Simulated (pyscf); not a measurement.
`[CH3][InH][CH3]` -> `[CH3][CH3]` + `[InH]` [singlet] (1,1-elimination; singlet surface; C–In, C–In broken, C–C formed). Single points on ωB97X-D3(BJ)/def2-SVP structures (PySCF, gas phase). MP2 and CC: frozen core, UHF for open shells. ΔMP2 is the change of the MP2 total energy from the triple- to the quadruple-zeta basis. Energies in eV from the reactant's lowest minimum found.

```tsv
level	barrier	reaction energy
ωB97X-D3(BJ)/def2-TZVP	4.51	+0.19
PBE/def2-TZVP	3.49	-0.16
PBE0-D3(BJ)/def2-TZVP	4.00	-0.05
ωB97M-D3(BJ)/def2-TZVP	4.26	-0.10
MP2/def2-QZVPP	4.06	+0.10
CCSD(T)/def2-TZVPP	3.80	0.00
CCSD(T)/def2-TZVPP + ΔMP2(QZVPP)	[?]	[?]
```

Q: Complete the blanks.

A: 
- CCSD(T)/def2-TZVPP + ΔMP2(QZVPP), barrier: 3.76
- CCSD(T)/def2-TZVPP + ΔMP2(QZVPP), reaction energy: +0.01

The same reactants have a lower exit, to CH₃• + [H₃C–InH]• (no saddle counted: cutting one bond costs +2.90 eV at ωB97M-D3(BJ), against +4.26 eV here). One saddle was located; it need not be the lowest between these sides. A restricted solution here is unstable towards spin polarisation, so biradical character is likely and single-reference numbers are less safe. The CCSD(T) − MP2 part came from Ansatz, without density fitting, on the same reference. The frozen core leaves the outer d or s,p core shells of the metals and heavy elements correlated in the MP2 and CC values, and def2-TZVPP describes them poorly, which can shift differences by a few kcal/mol. Elements past Kr carry the def2 core potentials, without spin-orbit coupling.
